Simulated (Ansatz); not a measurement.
# H2O (triplet): wave-function methods side by side at distance H1–H2 along a hydrogen transfer = 0.976 Å, cc-pVDZ

How much of the correlation energy of H2O (triplet) does each wave-function method recover here?

Method: cc-pVDZ, core rule «outside noble gas», up to 1 orbitals frozen; program: Ansatz 0.2.0, Gaussian basis.

Plan: UHF; CCSD(T) on ROHF; CCSD(T) on UHF; BCCD(T) on ROHF; CISD; CCSDT(Q) on ROHF; CCSDT(Q) on UHF; CCSDTQ on ROHF; CCSDTQ on UHF; CASSCF and MRCISD+Q, 4 electrons in 4 orbitals; CASSCF and NEVPT2, 4 electrons in 4 orbitals; CASSCF and MRCISD+Q, 8 electrons in 6 orbitals; CASSCF and NEVPT2, 8 electrons in 6 orbitals; Full CI.

**1. The geometry**

The geometry derives from fragments relaxed apart (PBE0/def2-TZVP) and kept rigid, so it is no stationary point. A hydrogen atom is moved between rigid fragments.

3 atoms, charge 0, spin multiplicity 3.

Atoms are counted from 1 here; the program's logs count them from 0.

Bond lengths: H2–O3 0.990 Å.

**2. UHF**

Contents of in.yaml:

```yaml
crystal:
  periodic: [false, false, false]
  atoms:
    - {symbol: H, position_ang: [0.000000, 0.000000, -0.980667]}
    - {symbol: H, position_ang: [0.000000, 0.000000, -0.004667]}
    - {symbol: O, position_ang: [0.000000, 0.000000, 0.985333]}
basis:
  gaussian: {orbitals: cc-pVDZ}
magnetization: {spin_polarized: true, initial_magnetization: 2}
hamiltonian: {xc: hf}
output: {orbitals: {seedname: orbitals}}
```

Command:

```bash
$ ansatz run in.yaml --threads 1 --pin off --events-out ev --progress --plain --max-ram 3968MiB --backend cpu
```

Further steps of the session: CCSD(T) on ROHF; CCSD(T) on UHF; BCCD(T) on ROHF; CISD; CCSDT(Q) on ROHF; CCSDT(Q) on UHF; CCSDTQ on ROHF; CCSDTQ on UHF; CASSCF and MRCISD+Q, 4 electrons in 4 orbitals; CASSCF and NEVPT2, 4 electrons in 4 orbitals; CASSCF and MRCISD+Q, 8 electrons in 6 orbitals; CASSCF and NEVPT2, 8 electrons in 6 orbitals; Full CI.

Before running them: what should the planned runs give, taken together? Wanted: FCI below the RHF energy; RMP2 from FCI; UMP2 from FCI; RCCSD from FCI; RCCSD(T) from FCI; UCCSD(T) from FCI; RCCSDT(Q) from FCI; UCCSDT(Q) from FCI; NEVPT2 pair from FCI.

**Answer**, as computed:

| quantity | value |
| --- | --- |
| FCI below the RHF energy | -5.0416 eV |
| RMP2 from FCI | +538.0 meV |
| UMP2 from FCI | +551.7 meV |
| RCCSD from FCI | +80.5 meV |
| RCCSD(T) from FCI | +15.6 meV |
| UCCSD(T) from FCI | +13.8 meV |
| RCCSDT(Q) from FCI | +0.3 meV |
| UCCSDT(Q) from FCI | -0.6 meV |
| NEVPT2 pair from FCI | +469.3 meV |
| MRCISD+Q pair from FCI | +19.3 meV |
| NEVPT2 valence from FCI | +693.0 meV |
| levels within 1 kcal/mol (43 meV) | RCCSD(T), UCCSD(T), BCCD(T), RCCSDT, UCCSDT, RCCSDT(Q), UCCSDT(Q), RCCSDTQ, UCCSDTQ, MRCISD+Q pair, MRCISD+Q valence |
| T1 diagnostic | 0.025 |
| effectively unpaired electrons | 2.02 |

In words: RCCSD(T) lands +15.6 meV from the yardstick (0.3 % of the correlation energy). One determinant dominates. Of the multireference levels listed MRCISD+Q valence comes nearest in total energy (+13.2 meV), which doesn't show that its space is the better one. These misses are within one basis, not against nature; the frozen cores of restricted and unrestricted runs differ, which can shift their rows.
